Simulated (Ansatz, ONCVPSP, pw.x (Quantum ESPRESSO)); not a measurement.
## What a changed setting does to a pw.x run (fcc Hf)

Potential: optimised norm-conserving Vanderbilt (ONCV), ONCVPSP 4.0.1.1 (patched build), PBEsol; core [Kr] 4d10 4f14, reference 5s2 5p6 5d2 6s1 6p1; waves: 5s+6s: rc 1.95 bohr, ncon 3, nbas 6, qcut 7.4 1/bohr, 2 projectors; 5p+6p: rc 2.55 bohr, ncon 4, nbas 7, qcut 4.3 1/bohr, 2 projectors; 5d: rc 3.20 bohr, ncon 3, nbas 7, qcut 5.1 1/bohr, 3 projectors, debl 1.4 Ha; local part: polynomial inside 1.30 bohr (lpopt 5, dvloc0 4 Ha); core correction: Teter function, fcfact 5.25, rcfact 1.

The reference run (k-mesh 13³, cutoffs 50/200 Ry, Fermi–Dirac 0.01 Ry, mixing_beta 0.4, conv_thr 1e-9, no spin) gives -1.11 GPa at 21.622 Å³/atom, where all-electron LAPW gives 0.13 GPa. This run, with its own iteration cap, changes k-mesh points per axis to 8.

```
&control
  calculation='scf', prefix='x', pseudo_dir='./', outdir='./tmp', tstress=.true., disk_io='none'
/
&system
  ibrav=0, nat=1, ntyp=1, ecutwfc=50, ecutrho=200, nbnd=14,
  occupations='smearing', smearing='fd', degauss=0.01
/
&electrons
  conv_thr=1e-09, mixing_beta=0.4, electron_maxstep=60
/
ATOMIC_SPECIES
Hf 1.0 Hf.UPF
CELL_PARAMETERS angstrom
  0.00000000 2.21116910 2.21116910
  2.21116910 0.00000000 2.21116910
  2.21116910 2.21116910 0.00000000
ATOMIC_POSITIONS crystal
Hf 0.0000 0.0000 0.0000
K_POINTS automatic
8 8 8 0 0 0
```

```bash
pw.x < Hf.scf.in > Hf.scf.out
```

How does the run end?

It converges in 7 iterations; the free energy moves by +7.3 meV/atom and the pressure by -0.10 GPa.

```
Message from routine setup:
     using ibrav=0 with symmetry is DISCOURAGED, use correct ibrav instead
     lattice parameter (alat)  =       5.9093  a.u.
     unit-cell volume          =     145.9125 (a.u.)^3
     number of electrons       =        12.00
     number of Kohn-Sham states=           14
     kinetic-energy cutoff     =      50.0000  Ry
     charge density cutoff     =     200.0000  Ry
     scf convergence threshold =      1.0E-09
     Exchange-correlation= PBESOL
     number of k points=    29  Fermi-Dirac smearing, width (Ry)=  0.0100
     iteration #  1     ecut=    50.00 Ry     beta= 0.40
     total energy              =    -103.43714587 Ry
     estimated scf accuracy    <       0.03483828 Ry
     iteration #  2     ecut=    50.00 Ry     beta= 0.40
     total energy              =    -103.43555876 Ry
     estimated scf accuracy    <       0.00663425 Ry
     iteration #  3     ecut=    50.00 Ry     beta= 0.40
     total energy              =    -103.43643905 Ry
     estimated scf accuracy    <       0.00020376 Ry
     iteration #  4     ecut=    50.00 Ry     beta= 0.40
     total energy              =    -103.43645135 Ry
     estimated scf accuracy    <       0.00000286 Ry
     iteration #  5     ecut=    50.00 Ry     beta= 0.40
     total energy              =    -103.43645212 Ry
     estimated scf accuracy    <       0.00000012 Ry
     iteration #  6     ecut=    50.00 Ry     beta= 0.40
     total energy              =    -103.43645214 Ry
     estimated scf accuracy    <          9.7E-09 Ry
     iteration #  7     ecut=    50.00 Ry     beta= 0.40
     the Fermi energy is    14.9524 ev
!    total energy              =    -103.43645214 Ry
     estimated scf accuracy    <          2.8E-11 Ry
     smearing contrib. (-TS)   =      -0.00688444 Ry
     The total energy is F=E-TS. E is the sum of the following terms:
     one-electron contribution =     -20.12220566 Ry
     hartree contribution      =      13.39239403 Ry
     xc contribution           =     -17.69778107 Ry
     ewald contribution        =     -79.00197500 Ry
     convergence has been achieved in   7 iterations
          total   stress  (Ry/bohr**3)                   (kbar)     P=      -12.05
     Message from routine punch:
     Nothing written, as per user request (disk_io='none')
```

The run took about 8.4 s on one core of a shared host (Neoverse-N1, 64 threads, 124 GiB, load 59).
